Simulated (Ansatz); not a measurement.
Total energies of Al(H2S)H3 (AlH5S) from Ansatz at CCSD(T)/def2-TZVPP, gas phase (1 Eh = 27.2114 eV = 2625.5 kJ/mol). The reference geometry is relaxed at PBE0-D4/def2-TZVP.

```xyz
7

Al    0.630   -0.102   -0.884
S    -0.301    0.107    1.460
H    -1.130    1.140    1.230
H    -1.292   -0.792    1.336
H     1.541    1.206   -0.803
H    -0.747   -0.025   -1.689
H     1.299   -1.533   -0.651
```

```tsv
state	geometry	energy (Eh)
charge 0 singlet	reference	-642.71319
charge 1 doublet	reference	-642.32967
free Al atom (doublet)	–	-241.92630
free S atom (triplet)	–	-397.64674
free H atom (doublet)	–	-0.49981
```

Correlated methods freeze 10 core orbitals.

(1) Work out the vertical ionisation energy to the doublet.

(2) What is the binding energy per atom against free atoms?

(1) E(charge 1 doublet) − E(charge 0 singlet) = -642.32967 − (-642.71319) = 0.38352 Eh = 10.44 eV.

(2) Atoms: 1 × (-241.92630) + 1 × (-397.64674) + 5 × (-0.49981) = -642.07209 Eh. Binding: -642.07209 − (-642.71319) = 0.64110 Eh = 17.45 eV, or 2.49 eV for each of 7 atoms (no zero-point energy, no counterpoise term).
